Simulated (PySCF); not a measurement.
**2 BH₃ → B₂H₆**

Level: B3LYP in the def2-TZVP basis family, all electrons, no relativity, computed in PySCF with density fitting; open shells unrestricted.

```
species                                                                                                         state and structure  ZPE (kJ/mol)  H(298 K) − H(0) (kJ/mol)  S° (J/(mol K))
    BH₃                                                                                              singlet, D3h, B–H 1.189 Å (×3)          68.9                      10.1           188.3
   B₂H₆  singlet, D2h, B–H 1.186 Å (×4), B–H 1.312 Å (×4); B–H–B 84.2° (×2), H–B–H 95.8° (×2), H–B–H 109.1° (×8), H–B–H 121.7° (×2)         165.1                      11.9           231.9
```

Question: Is the gas-phase reaction uphill or downhill in electronic energy at this level, and by how much?

Answer: At B3LYP/def2-TZVP, ΔE = -166.0 kJ/mol, downhill.

Question: Add zero-point, thermal and entropy terms for 298.15 K and 1 bar.

Answer: ΔZPE = 27.3 and Δ[H(298) − H(0)] = -8.3 kJ/mol give ΔH° = -147.0 kJ/mol. ΔS° = -144.7 J/(mol K), so ΔG° = -147.0 − 298.15 × (-0.1447) = -104 kJ/mol and log₁₀K = 18.2. ΔG° would change sign near 1020 K if ΔH° and ΔS° stayed fixed.

Only the bonding shown was studied: isomers, or loss of a ligand pair, can lie lower.
